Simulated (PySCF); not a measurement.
Molecule: `C=CC(=C)[O-]`, [C₄H₅O]-.

Atom-mapped SMILES (the numbers label the heavy atoms): `[CH2:1]=[CH:2][C:3](=[CH2:4])[O-:5]`. Each H is labelled by its parent atom. Ha(C4) is cis to C2; Ha(C1) is cis to C3; Hb(C4) is trans to C2; Hb(C1) is trans to C3.

Geometry PBE0-D3(BJ)/def2-SVP throughout; GIAO in PySCF, gas phase, one conformer, non-relativistic; equivalent atoms averaged; basis pcSseg-2.

Task: How do the shifts δ (against TMS, H2O at the same level) depend on the functional? (a selection of nuclei; ppm; last column core-seconds on shared hosts with different chips, so compare them loosely; the GGAs took longer than the global hybrids here, which isn't the general rule, and the cause wasn't traced)

Result: 
| functional | kind | C3 | C2 | C1 | C4 | O5 | H(C2) | Ha(C1) | Hb(C4) | Ha(C4) | core-s |
| --- | --- | --- | --- | --- | --- | --- | --- | --- | --- | --- | --- |
| HF | Hartree–Fock | 183.6 | 163.0 | 112.5 | 60.9 | 226.1 | 6.48 | 6.09 | 2.72 | 2.33 | 11 |
| LDA | LDA | 180.1 | 166.3 | 107.9 | 72.6 | 293.7 | 6.97 | 5.82 | 3.04 | 3.03 | 41 |
| PBE | GGA | 174.7 | 159.6 | 102.8 | 67.6 | 281.8 | 6.86 | 5.74 | 2.94 | 2.95 | 53 |
| BLYP | GGA | 176.5 | 159.8 | 101.6 | 65.7 | 281.8 | 6.77 | 5.70 | 2.90 | 2.89 | 52 |
| BP86 | GGA | 174.6 | 159.4 | 102.7 | 67.9 | 277.8 | 6.80 | 5.73 | 2.93 | 2.92 | 53 |
| OPBE | GGA | 167.1 | 153.6 | 100.0 | 66.3 | 271.3 | 6.86 | 5.75 | 2.89 | 3.00 | 55 |
| KT2 | GGA | 166.8 | 149.5 | 95.8 | 62.2 | 259.9 | 6.63 | 5.58 | 2.90 | 2.79 | 53 |
| KT3 | GGA | 164.7 | 147.8 | 94.4 | 60.8 | 258.1 | 6.61 | 5.57 | 2.83 | 2.81 | 54 |
| B97-D | GGA | 170.7 | 154.6 | 99.2 | 64.6 | 268.1 | 6.72 | 5.68 | 2.88 | 2.88 | 50 |
| B3LYP | global hybrid | 179.8 | 163.2 | 105.9 | 66.3 | 272.9 | 6.67 | 5.77 | 2.88 | 2.72 | 35 |
| PBE0 | global hybrid | 178.5 | 163.2 | 107.6 | 67.8 | 270.3 | 6.72 | 5.84 | 2.90 | 2.74 | 34 |
| mPW1PW91 | global hybrid | 178.7 | 163.2 | 107.7 | 68.0 | 269.2 | 6.68 | 5.83 | 2.87 | 2.72 | 34 |
| WP04 | global hybrid | 178.2 | 161.3 | 105.8 | 70.4 | 255.9 | 6.22 | 5.52 | 2.63 | 2.57 | 22 |
| B97-2 | global hybrid | 175.0 | 159.4 | 104.6 | 66.1 | 263.3 | 6.65 | 5.78 | 2.86 | 2.72 | 21 |
| BHandHLYP | global hybrid | 183.0 | 165.1 | 110.0 | 65.4 | 256.6 | 6.56 | 5.89 | 2.83 | 2.54 | 20 |
| CAM-B3LYP | range-separated hybrid | 184.4 | 167.8 | 110.5 | 66.5 | 266.2 | 6.68 | 5.91 | 2.87 | 2.58 | 29 |
| wB97X-D | range-separated hybrid | 181.3 | 166.0 | 110.0 | 66.9 | 262.6 | 6.69 | 5.93 | 2.87 | 2.61 | 28 |
| LC-wPBE | range-separated hybrid | 187.0 | 171.2 | 116.2 | 68.9 | 259.1 | 6.75 | 6.07 | 2.81 | 2.53 | 40 |

Task: Which nucleus among those listed moves most, in ppm?

Result: O5 (oxygen bonded to C): from 226.1 ppm with HF to 293.7 ppm with LDA. The smallest spread is 0.41 ppm, at Hb(C4). Proton shifts span only some 12 ppm, so a few tenths of a ppm matter as much there as several ppm in carbon.
